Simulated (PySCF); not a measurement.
Choosing a basis for TDDFT

Species: C₄H₁₀.
Numbering: `[CH3:1][CH:2]([CH3:3])[CH3:4]` (hydrogens: H5, H6, H7 on C1; H8 on C2; H9, H10, H11 on C3; H12, H13, H14 on C4)

TDDFT with PBE0 (PySCF), vertical singlets, core orbitals frozen in the response, spherical d and f functions. Isolated species at its PBE0-D3(BJ)/def2-SVP geometry, gas phase.

```json
{"basis": "6-31G*", "functions": "76", "diffuse": "no", "S1 (eV)": "10.10", "S2 (eV)": "10.34", "S3 (eV)": "10.34", "S4 (eV)": "11.20", "S5 (eV)": "11.52", "LUMO (eV)": "2.65", "α (au)": "44.0"}
{"basis": "6-31+G*", "functions": "92", "diffuse": "yes", "S1 (eV)": "8.32", "S2 (eV)": "8.57", "S3 (eV)": "8.57", "S4 (eV)": "9.09", "S5 (eV)": "9.09", "LUMO (eV)": "0.51", "α (au)": "48.8"}
{"basis": "def2-SVP", "functions": "106", "diffuse": "no", "S1 (eV)": "9.32", "S2 (eV)": "9.62", "S3 (eV)": "9.62", "S4 (eV)": "10.39", "S5 (eV)": "10.71", "LUMO (eV)": "1.72", "α (au)": "46.1"}
{"basis": "def2-SVPD", "functions": "160", "diffuse": "yes", "S1 (eV)": "8.54", "S2 (eV)": "8.83", "S3 (eV)": "8.83", "S4 (eV)": "9.54", "S5 (eV)": "9.54", "LUMO (eV)": "0.77", "α (au)": "52.5"}
{"basis": "aug-cc-pVDZ", "functions": "182", "diffuse": "yes", "S1 (eV)": "7.87", "S2 (eV)": "8.14", "S3 (eV)": "8.14", "S4 (eV)": "8.48", "S5 (eV)": "8.57", "LUMO (eV)": "-0.03", "α (au)": "53.8"}
{"basis": "def2-TZVP", "functions": "184", "diffuse": "no", "S1 (eV)": "8.81", "S2 (eV)": "9.07", "S3 (eV)": "9.07", "S4 (eV)": "9.88", "S5 (eV)": "10.17", "LUMO (eV)": "1.12", "α (au)": "51.6"}
{"basis": "def2-TZVPD", "functions": "238", "diffuse": "yes", "S1 (eV)": "8.21", "S2 (eV)": "8.47", "S3 (eV)": "8.47", "S4 (eV)": "8.99", "S5 (eV)": "9.05", "LUMO (eV)": "0.39", "α (au)": "53.6"}
```

Task: How much do these states and the polarisability depend on the basis?

Result: States are compared by their number. Against the largest diffuse basis here (def2-TZVPD, itself not a converged limit), sets without diffuse functions differ by up to 1.90 eV in S1 and 2.47 eV in S5; the smaller diffuse sets differ by up to 0.33 and 0.48 eV. State by state, the largest deviation of a set without diffuse functions is S1 1.90, S2 1.87, S3 1.87, S4 2.20, S5 2.47 eV. The same number needn't mean the same state in each row. Against def2-TZVPD the polarisability deviates by -18% in 6-31G*, -9% in 6-31+G*, -14% in def2-SVP, -2% in def2-SVPD, 0% in aug-cc-pVDZ, -4% in def2-TZVP. A single + in a Pople set puts diffuse functions on heavy atoms only.
